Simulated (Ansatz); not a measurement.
Two structures of AlH5S, singlet, reached by relaxing down either side of one saddle point (PBE0-D4/def2-TZVP). Energies are electronic, without zero-point energy. Ansatz 0.2.0; basis: def2-TZVPP and def2-QZVPP; cores frozen in the correlated methods. Extrapolation: Hartree–Fock as exp(−7.88 √X), correlation as X^−2.97. First:

```
7
angstrom
Al -0.8845 -0.6130 0.1825
H -0.2733 -0.8170 1.6432
H -0.7054 -1.7828 -0.8875
H -2.0691 0.4386 -0.0077
H 1.9853 0.1615 -0.3848
S 0.9212 0.8773 -0.7874
H 1.0257 1.7355 0.2418
```

Second:

Al1  (-0.576, -0.176, -0.461)
H2  (0.262, -0.951, 1.649)
H3  (-0.697, -1.656, -0.996)
H4  (-1.624, 0.510, 0.504)
H5  (0.906, -0.901, 1.261)
S6  (1.035, 1.035, -1.322)
H7  (0.695, 2.139, -0.635)
(Å)

Question: Which bonds change from the first to the second?

Answer: AlH₃ + H₂S → AlH₃S ([AlH2][SH]) + H₂; bonds formed: H2–H5; dative contacts that become bonds: Al1–S6; bonds broken: Al1–H2, H5–S6.

Question: Give the saddle point's structure and its height above each. (To be estimated.)

Answer: Computed: 14.36 kcal/mol above the first and 27.52 kcal/mol above the second (CCSD(T) at an estimated basis limit (MP2 extrapolated from triple and quadruple zeta, plus CCSD(T) − MP2 in triple zeta)).
```
atom    x (Å)    y (Å)    z (Å)
 Al1  -0.7309  -0.4906  -0.0558
  H2   0.3573  -0.7455   1.2224
  H3  -0.8414  -1.7941  -0.9402
  H4  -1.8744   0.5203   0.3534
  H5   1.0184  -0.0890   0.4768
  S6   1.2106   0.7350  -0.8482
  H7   0.8604   1.8640  -0.2083
```

T1 diagnostic: at most 0.012. The end structure is not quite a true minimum (one mode of 57i cm⁻¹).

Exchanges of this kind with a chalcogen hydride build sulfide and selenide films.

Labels in which every atom is bracketed show which atoms are joined, not bond orders.

For scale, one of the runs: CCSD(T)/def2-TZVPP, 154 basis functions, launched by `ansatz run in.yaml --threads 2 --pin off --events-out ev --progress --plain --max-ram 4352MiB`. Time: 11 s of wall clock on 2 CPU threads of an Arm Neoverse V1; the host was shared. Peak host memory: 0.91 GiB.
